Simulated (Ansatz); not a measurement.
# AlHP2: the cost of one run

Computed with Ansatz 0.2.0, Gaussian basis. Level: cc-pVDZ, all electrons in the functionals, frozen cores in the correlation of double hybrids and RPA.

Plan: wB97M-V, HSE06, B2PLYP, RPA-PBE, at charge 0, triplet; charge 0, singlet; charge 0, quintet; charge 1, doublet; charge 1, quartet; displaced geometry v1; displaced geometry v2 (not every functional at every point).

30 further runs of the same task are left out: 4 for a known fault of the program, 9 that didn't finish, 17 set aside as unsound or not needed.

**1. The geometry**

The geometry is a PBE0/def2-TZVP stationary point (not a proven minimum).

4 atoms, charge 0, spin multiplicity 3.

Atoms are counted from 1 here; the program's logs count them from 0.

Bond lengths: Al1–P2 2.381 Å, P2–P3 2.081 Å, P2–H4 1.418 Å. Angles: Al1–P2–P3 143.2°, Al1–P2–H4 108.7°, P3–P2–H4 108.1°.

No dispersion term is added; wB97M-V holds VV10 nonlocal correlation. HSE06 is the plane-wave form.

The geometry shown and the zero of energy belong to the point charge 0, triplet. The yardstick, UCCSDT(Q), and other wave-function levels (R restricted, U unrestricted, valence and pair active spaces) come from earlier runs.

**2. wB97M-V, charge 0, triplet**

The input, in.yaml:

```yaml
crystal:
  periodic: [false, false, false]
  atoms:
    - {symbol: Al, position_ang: [0.000000, -0.262630, 2.268004]}
    - {symbol: P, position_ang: [0.000000, 0.435657, -0.007922]}
    - {symbol: P, position_ang: [0.000000, -0.267170, -1.966206]}
    - {symbol: H, position_ang: [0.000000, 1.852797, -0.047687]}
basis:
  gaussian: {orbitals: cc-pVDZ}
magnetization: {spin_polarized: true, initial_magnetization: 2}
hamiltonian: {xc: {name: wB97M-V}}
output: {orbitals: {seedname: orbitals}}
```

Launch:

```
$ ansatz run in.yaml --threads 1 --pin off --events-out ev --progress --plain --max-ram 2393MiB
```

Q: Estimate wall time and peak memory on 1 thread of Arm Neoverse V2, shared host.

About 16 s, with a peak of 0.26 GiB.
